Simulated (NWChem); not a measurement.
System: dimethyl sulfide (C₂H₆S); SMILES CSC

Excerpt of the output:

```
             Northwest Computational Chemistry Package (NWChem) 7.3.0
             --------------------------------------------------------

 C2V symmetry detected

                             Geometry "geometry" -> ""
                             -------------------------

 Output coordinates in angstroms (scale by  1.889725989 to convert to a.u.)

  No.       Tag          Charge          X              Y              Z
 ---- ---------------- ---------- -------------- -------------- --------------
    1 C                    6.0000    -1.37909200     0.00000000    -0.50694594
    2 S                   16.0000     0.00000000     0.00000000     0.65474606
    3 C                    6.0000     1.37909200     0.00000000    -0.50694594
    4 H                    1.0000    -1.37421300    -0.89900600    -1.14293294
    5 H                    1.0000    -2.30229500     0.00000000     0.08957306
    6 H                    1.0000    -1.37421300     0.89900600    -1.14293294
    7 H                    1.0000     1.37421300    -0.89900600    -1.14293294
    8 H                    1.0000     2.30229500     0.00000000     0.08957306
    9 H                    1.0000     1.37421300     0.89900600    -1.14293294

 Effective nuclear repulsion energy (a.u.)     110.7295169145

      Symmetry information
      --------------------

 Group name             C2v
 Group number             16
 Group order               4
 No. of unique centers     4

  pbe96 is a nonlocal functional; adding pw91lda local functional.

                                 NWChem DFT Module
                                 -----------------

 Summary of "ao basis" -> "ao basis" (spherical)
 ------------------------------------------------------------------------------
       Tag                 Description            Shells   Functions and Types
 ---------------- ------------------------------  ------  ---------------------
 C                         def2-svpd                 8       20   4s2p2d
 S                         def2-svpd                11       27   5s4p2d
 H                         def2-svpd                 4        8   2s2p

      Symmetry analysis of basis
      --------------------------

        a1         41
        a2         18
        b1         34
        b2         22

            General Information
            -------------------
          SCF calculation type: DFT
          Wavefunction type:  closed shell.
          No. of atoms     :     9
          No. of electrons :    34
           Alpha electrons :    17
            Beta electrons :    17
          Charge           :     0
          Spin multiplicity:     1
          Use of symmetry is: off; symmetry adaption is: on
          Maximum number of iterations: 150
          AO basis - number of functions:   115
                     number of shells:    51
          Convergence on energy requested:  1.00D-06
          Convergence on density requested:  1.00D-05
          Convergence on gradient requested:  5.00D-04

              XC Information
              --------------
          PerdewBurkeErnzerhof Exchange Functional  1.000
            Perdew 1991 LDA Correlation Functional  1.000 local
           PerdewBurkeErnz. Correlation Functional  1.000 non-local

             Grid Information
             ----------------
          Grid used for XC integration:  medium
          Radial quadrature: Mura-Knowles
          Angular quadrature: Lebedev.
          Tag              B.-S. Rad. Rad. Pts. Rad. Cut. Ang. Pts.
          ---              ---------- --------- --------- ---------
          C                   0.70       49          11.0       434
          S                   1.00       88          10.0       590
          H                   0.35       45          12.0       434
          Grid pruning is: on
          Number of quadrature shells:   456
          Spatial weights used:  Erf1

      Superposition of Atomic Density Guess
      -------------------------------------

 Sum of atomic energies:        -475.59747648

[...]

                                NWChem TDDFT Module
                                -------------------

            General Information
            -------------------
           No. of orbitals :     230
            Alpha orbitals :     115
             Beta orbitals :     115
        Alpha frozen cores :       0
         Beta frozen cores :       0
     Alpha frozen virtuals :       0
      Beta frozen virtuals :       0
         Spin multiplicity :       1
    Number of AO functions :     115
        Use of symmetry is : off
      Symmetry adaption is : on
         Schwarz screening :  0.10D-07

              XC Information
              --------------
   PerdewBurkeErnzerhof Exchange Functional   1.00
     Perdew 1991 LDA Correlation Functional   1.00 local
    PerdewBurkeErnz. Correlation Functional   1.00 non-local

             TDDFT Information
             -----------------
          Calculation type : Tamm-Dancoff TDDFT
         Wavefunction type : Restricted singlets
          No. of electrons :      34
           Alpha electrons :      17
            Beta electrons :      17
              No. of roots :       6
          Max subspacesize :    5200
            Max iterations :     100
               Target root :       1
           Target symmetry : none
      Symmetry restriction : off
                 Algorithm : Optimal
        Davidson threshold :  0.10D-03

    6 smallest eigenvalue differences (eV)
--------------------------------------------------------
  No. Spin  Occ  Vir  Irrep   E(Occ)    E(Vir)   E(Diff)
--------------------------------------------------------
    1    1   17   18 a2       -0.187    -0.006     4.936
    2    1   17   19 b2       -0.187     0.001     5.130
    3    1   17   20 b2       -0.187     0.021     5.665
    4    1   17   21 a1       -0.187     0.041     6.207
    5    1   17   22 b2       -0.187     0.049     6.416
    6    1   17   23 a2       -0.187     0.058     6.683
--------------------------------------------------------

  Entering Davidson iterations
  Restricted singlet excited states

  Iter   NTrls   NConv    DeltaV     DeltaE      Time
  ----  ------  ------  ---------  ---------  ---------
    1      6       0     0.51E-01   0.10+100        7.3
    2     12       0     0.78E-02   0.41E-02        7.5
    3     18       1     0.27E-02   0.90E-04        7.3
    4     23       5     0.78E-03   0.84E-05        6.9
    5     24       5     0.19E-03   0.67E-06        3.6
    6     25       6     0.49E-04   0.53E-07        3.6
  ----  ------  ------  ---------  ---------  ---------
  Convergence criterion met

  Ground state a1       -477.544798283364 a.u.

  ----------------------------------------------------------------------------
  Root   1 singlet a2             0.185996779 a.u.                5.0612 eV
  ----------------------------------------------------------------------------
     Transition Moments    X -0.00000   Y  0.00000   Z  0.00000
     Dipole Oscillator Strength                    0.0000000000
     Electric Quadrupole                           0.0000000004
     Magnetic Dipole                               0.0000005908
     Total Oscillator Strength                     0.0000005912

     Occ.   17  b2  ---  Virt.   18  b1       0.99692
     Occ.   17  b2  ---  Virt.   23  b1      -0.07195
  ----------------------------------------------------------------------------
  Root   2 singlet b2             0.189186444 a.u.                5.1480 eV
  ----------------------------------------------------------------------------
     Transition Moments    X -0.00000   Y  0.15474   Z -0.00000
     Dipole Oscillator Strength                    0.0030201360
     Electric Quadrupole                           0.0000001269
     Magnetic Dipole                               0.0000007956
     Total Oscillator Strength                     0.0030210585

     Occ.   17  b2  ---  Virt.   19  a1      -0.99603
     Occ.   17  b2  ---  Virt.   20  a1      -0.07611
  ----------------------------------------------------------------------------
  Root   3 singlet b2             0.214751962 a.u.                5.8437 eV
  ----------------------------------------------------------------------------
     Transition Moments    X -0.00000   Y  0.46010   Z -0.00000
     Dipole Oscillator Strength                    0.0303073889
     Electric Quadrupole                           0.0000000441
     Magnetic Dipole                               0.0000000046
     Total Oscillator Strength                     0.0303074376

     Occ.   17  b2  ---  Virt.   19  a1       0.06478
     Occ.   17  b2  ---  Virt.   20  a1      -0.97001
     Occ.   17  b2  ---  Virt.   22  a1      -0.17836
     Occ.   17  b2  ---  Virt.   25  a1       0.13305
  ----------------------------------------------------------------------------
  Root   4 singlet a1             0.228362325 a.u.                6.2141 eV
  ----------------------------------------------------------------------------
     Transition Moments    X -0.00000   Y -0.00000   Z -0.58306
     Dipole Oscillator Strength                    0.0517564163
     Electric Quadrupole                           0.0000000963
     Magnetic Dipole                               0.0000000000
     Total Oscillator Strength                     0.0517565126

     Occ.   17  b2  ---  Virt.   21  b2       0.99801
  ----------------------------------------------------------------------------
  Root   5 singlet b2             0.237701080 a.u.                6.4682 eV
  ----------------------------------------------------------------------------
     Transition Moments    X -0.00000   Y  0.14934   Z  0.00000
     Dipole Oscillator Strength                    0.0035342513
     Electric Quadrupole                           0.0000000232
     Magnetic Dipole                               0.0000004773
     Total Oscillator Strength                     0.0035347518

[...]
```

Level: PBE/def2-SVPD, TDA. Geometry: optimised at PBE0/def2-SVP.

**Question.** Reconstruct the input file.

**Answer.** One answer among several that fit: the input that was run:
```
start job
memory heap 200 mb stack 900 mb global 1100 mb
geometry units angstroms noautoz
  C     -1.379092     0.000000    -0.510968
  S      0.000000     0.000000     0.650724
  C      1.379092     0.000000    -0.510968
  H     -1.374213    -0.899006    -1.146955
  H     -2.302295     0.000000     0.085551
  H     -1.374213     0.899006    -1.146955
  H      1.374213    -0.899006    -1.146955
  H      2.302295     0.000000     0.085551
  H      1.374213     0.899006    -1.146955
end
basis spherical
  * library def2-svpd
end
dft
  xc xpbe96 cpbe96
  iterations 150
end
tddft
  cis
  nroots 6
  notriplet
end
task tddft energy
```
